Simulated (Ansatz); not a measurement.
in.yaml

```yaml
crystal:
  periodic: [false, false, false]
  atoms:
    - {symbol: H, position_ang: [-2.208390, 0.000000, 0.000000]}
    - {symbol: H, position_ang: [-1.515390, 0.000000, 0.000000]}
    - {symbol: B, position_ang: [0.212610, 0.000000, 0.000000]}
    - {symbol: H, position_ang: [0.721683, 0.000000, 1.077008]}
    - {symbol: H, position_ang: [0.721683, 0.000000, -1.077008]}
basis:
  gaussian: {orbitals: cc-pVDZ}
magnetization: {spin_polarized: true, initial_magnetization: 1}
correlation: {method: ccsd_t, electrons: outside_noble_gas}
output: {forces: true}
```

```sh
$ ansatz run in.yaml --threads 1 --pin off --events-out ev --progress --plain --max-ram 4096MiB --backend cpu
```

The program prints:

```
302 factors; integrals over basis functions are off by at most 1.2e-3 eV
mean field evaluation 1: about -729.7872 eV, gradient 8.2e0 eV
mean field evaluation 2: about -729.7868 eV, gradient 8.2e0 eV
mean field evaluation 4: about -730.6163 eV, gradient 7.6e-1 eV
mean field evaluation 8: about -730.6281 eV, gradient 2.2e-3 eV
mean field evaluation 16: about -730.6288 eV, gradient 2.8e-2 eV
mean field evaluation 32: about -730.0855 eV, gradient 5.7e-1 eV
mean field evaluation 64: about -730.0389 eV, gradient 4.8e-3 eV
mean field -730.62811688 eV, -26.8500880579 hartree, gradient 2.7e-6 eV, S^2 0.760904; 7 other end points of the search recorded, 0 dependent functions left out
determinant -730.62811688 eV, -26.8500880579 hartree, with singles and doubles -734.06591341 eV, -26.9764247501 hartree
determinant -730.03887907 eV, -26.8284339677 hartree, with singles and doubles -733.56704899 eV, -26.9580918207 hartree
determinant -730.62811688 eV, -26.8500880579 hartree, with singles and doubles -734.06596685 eV, -26.9764267141 hartree
determinant -730.03887907 eV, -26.8284339677 hartree, with singles and doubles -733.56723836 eV, -26.9580987801 hartree
1 core orbitals not correlated: weight in the atoms' cores, before any rotation towards them, 1.000 or more for the frozen orbitals, at most 0.000 for the correlated occupied ones
reference -730.62811688 eV, -26.8500880579 hartree; 4, 3 occupied and 29, 30 virtual orbitals, 302 factors
second order -2.66953707 eV of doubles, -0.00000000 eV of singles
cycle   1  -3.43785324 eV  change   -3.3e-6 eV  update   2.7e-6
cycle   2  -3.43785730 eV  change   -4.1e-6 eV  update   1.6e-6
cycle   3  -3.43785789 eV  change   -5.8e-7 eV  update   5.0e-7
cycle   4  -3.43785750 eV  change    3.9e-7 eV  update   2.0e-7
perturbative correction -0.04506630 eV, -0.0016561559 hartree
the calculation of the forces begins
Total energy: -734.11104068 eV, -26.9780831466 hartree
Atom 0 at    -2.208390     0.000000     0.000000 Å, force    -4.674233     0.000000     0.000000 eV/Å
Atom 1 at    -1.515390     0.000000     0.000000 Å, force     3.382665     0.000000     0.000000 eV/Å
Atom 2 at     0.212610     0.000000     0.000000 Å, force     0.713971     0.000000     0.000000 eV/Å
Atom 3 at     0.721683     0.000000     1.077008 Å, force     0.288799    -0.000000     0.325618 eV/Å
Atom 4 at     0.721683     0.000000    -1.077008 Å, force     0.288799     0.000000    -0.325618 eV/Å
Dipole moment:     0.090474    -0.000000     0.000000 e Å
```

Forces (eV/Å):
```
H   -4.674  0.000  0.000
H    3.383  0.000  0.000
B    0.714  0.000  0.000
H    0.289  0.000  0.326
H    0.289  0.000 -0.326
```

For the same geometry and basis full CI lies 14.1 meV lower.

Ran on 1 thread of AMD EPYC 7R13, shared host: 1.6 s wall, 0.14 GiB peak host memory.
